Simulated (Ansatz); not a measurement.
H₂P radical: measurement beside calculation (Ansatz, PBE0-D4/def2-TZVP geometry).

Bond lengths: P1–H2 1.424 Å, P1–H3 1.424 Å. Angles: H2–P1–H3 91.5°.

Enthalpy of formation at 298 K: 33.1 kcal/mol (zero for an element's reference state; older measured values of the G2 set, as listed by Staroverov and co-workers, J. Chem. Phys. 119, 12129, 2003). With their computed zero-point and thermal terms and the atoms' enthalpies of Curtiss and co-workers (1997) it gives an electronic atomization energy of 152.9 kcal/mol.

| level | atomization (kcal/mol) | error | error per bond |
| --- | --- | --- | --- |
| LDA (SPW92) | 174.0 | 21.0 | 10.5 |
| PBE-D4 | 155.1 | 2.2 | 1.1 |
| revPBE-D4 | 153.5 | 0.5 | 0.3 |
| BLYP-D4 | 158.7 | 5.7 | 2.9 |
| r2SCAN-D4 | 155.8 | 2.9 | 1.4 |
| B97M-V | 159.6 | 6.7 | 3.3 |
| PBE0-D4 | 153.5 | 0.5 | 0.3 |
| B3LYP-D4 | 159.3 | 6.4 | 3.2 |
| r2SCANh-D4 | 155.2 | 2.2 | 1.1 |
| r2SCAN0-D4 | 154.3 | 1.4 | 0.7 |
| HSE06-D4 | 153.5 | 0.6 | 0.3 |
| BHLYP-D4 | 156.0 | 3.0 | 1.5 |
| CAM-B3LYP-D4 | 158.7 | 5.7 | 2.9 |
| ωB97X-V | 159.2 | 6.3 | 3.1 |
| ωB97M-V | 157.6 | 4.7 | 2.3 |
| B2PLYP | 154.3 | 1.4 | 0.7 |
| PBE-QIDH | 150.2 | -2.7 | -1.4 |
| PBE | 154.7 | 1.8 | 0.9 |
| revPBE | 151.9 | -1.0 | -0.5 |
| BLYP | 157.7 | 4.8 | 2.4 |
| r2SCAN | 155.7 | 2.8 | 1.4 |
| PBE0 | 153.1 | 0.2 | 0.1 |
| B3LYP | 158.7 | 5.7 | 2.9 |
| r2SCANh | 155.1 | 2.2 | 1.1 |
| r2SCAN0 | 154.2 | 1.3 | 0.6 |
| HSE06 | 153.2 | 0.3 | 0.2 |
| BHLYP | 155.5 | 2.6 | 1.3 |
| CAM-B3LYP | 158.3 | 5.4 | 2.7 |
| LC-ωPBE | 151.7 | -1.2 | -0.6 |
| HF/def2-TZVPP | 108.5 | -44.4 | -22.2 |
| MP2/def2-TZVPP | 142.6 | -10.4 | -5.2 |
| SCS-MP2/def2-TZVPP | 148.8 | -4.2 | -2.1 |
| CCSD/def2-TZVPP | 148.3 | -4.7 | -2.3 |
| CCSD(T)/def2-TZVPP | 149.3 | -3.6 | -1.8 |
| HF/def2-QZVPP | 108.9 | -44.1 | -22.0 |
| MP2/def2-QZVPP | 145.4 | -7.5 | -3.8 |
| SCS-MP2/def2-QZVPP | 152.2 | -0.7 | -0.4 |
| CCSD/def2-QZVPP | 151.2 | -1.8 | -0.9 |
| CCSD(T)/def2-QZVPP | 152.3 | -0.6 | -0.3 |
| HF/CBS(def2) | 108.9 | -44.0 | -22.0 |
| MP2/CBS(def2) | 147.4 | -5.6 | -2.8 |
| CCSD/CBS(def2) | 153.1 | 0.2 | 0.1 |
| CCSD(T)/CBS(def2) | 154.3 | 1.4 | 0.7 |

Functionals use def2-TZVPP; B3LYP here is the variant with VWN-RPA as its local correlation; programs differ in this. The calculations leave out spin–orbit coupling, scalar relativity and, for the correlated methods, core correlation; together these are worth up to about 1 kcal/mol a heavy atom. HSE06 is defined as in plane-wave codes. CBS extrapolates def2-TZVPP and def2-QZVPP. T1 = 0.015.
